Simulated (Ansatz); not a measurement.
Solid CO2 (dry ice) was calculated with r²SCAN (PAW; Ansatz, a program for electronic structure).

Run with plane-wave cutoff 560 eV, 6×6×6 k mesh, Fermi–Dirac smearing 0.01 eV, scalar-relativistic PAW data made under PBE.

Cell (measured lattice):

```
CELL_PARAMETERS angstrom
      5.56000     0.00000     0.00000
      0.00000     5.56000     0.00000
      0.00000     0.00000     5.56000
ATOMIC_POSITIONS crystal
  C  0.00000 0.50000 0.50000
  C  0.50000 0.00000 0.50000
  C  0.00000 0.00000 0.00000
  C  0.50000 0.50000 0.00000
  O  0.88002 0.61998 0.38002
  O  0.38002 0.88002 0.61998
  O  0.88002 0.88002 0.88002
  O  0.11998 0.11998 0.11998
  O  0.61998 0.38002 0.88002
  O  0.61998 0.11998 0.38002
  O  0.38002 0.61998 0.11998
  O  0.11998 0.38002 0.61998
```

Give the computed band gap.


band gap: 7.57 eV (direct)

Note: cell and atoms aren't relaxed at this level (largest force component 0.30 eV/Å, pressure 1.5 GPa).

Static lattice: no zero-point or thermal effects.
